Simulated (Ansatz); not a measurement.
Predict the output of the script below (Ansatz 0.2.0, Python API).

The script reads `c2h6fno.xyz`:
```text
11

C    -1.19440    0.14080    0.27490
N     0.01040   -0.45980    0.63720
C     1.07530    0.00620   -0.19490
O     1.00860   -0.41080   -1.50750
F     1.14090    1.34820   -0.19410
H    -1.19430    1.29020    0.36800
H    -1.51050   -0.06030   -0.75750
H    -1.99980   -0.15720    0.91680
H     0.23670   -0.14210    1.62950
H     2.06770   -0.36730    0.21680
H     0.42470   -1.24490   -1.36870
```

`c2h6fno_energy.py`
```python
import sys
import warnings

import ansatz as az

warnings.simplefilter('ignore', az.DeckWarning)

c2h6fno = az.Crystal.molecule_from_extxyz('c2h6fno.xyz')

calculation = (
    c2h6fno.calculation()
    .basis(gaussian='def2-SVPD')
    .correlation('rpa', electrons='all')
    .accuracy('high')
)
try:
    data = calculation.run(threads=1, backend='cpu').report
except az.AnsatzError as error:
    sys.exit(f'{type(error).__name__}: {error}')

for key in ('converged', 'free_energy_ev', 'reference_energy_ev', 'n_frozen', 'n_occupied', 'n_virtual'):
    print(f'{key:22s} {data[key]}')

parts = data['correlation']
for name in ('random_phase', 'coupled_cluster', 'perturbative'):
    if name in parts:
        print(f'{name:16s} {parts[name]["energy"]["hartree"]:12.7f} Ha')
if 'second_order' in parts:
    pair = parts['second_order']
    print(f'MP2 same spin {pair["same_spin"]["hartree"]:.7f} Ha, opposite spin {pair["opposite_spin"]["hartree"]:.7f} Ha')
```

Output of `python c2h6fno_energy.py`:
```text
converged              True
free_energy_ev         -8401.053053823776
reference_energy_ev    -8373.887684314775
n_frozen               0
n_occupied             [21, 21]
n_virtual              [133, 133]
random_phase       -0.9983089 Ha
```

Notes:
- The settings weren't tested for convergence.
- The geometry is a force-field or estimated start, not a minimum of this method, and the basis set is short of its limit.
- Run time: 27 s on 1 thread of Intel(R) Xeon(R) Platinum 8259CL CPU @ 2.50GHz (Skylake/Cascade Lake) (shared host), peak memory 1 GiB.

(Lines on the test bed's own set-up are left out of the output.)
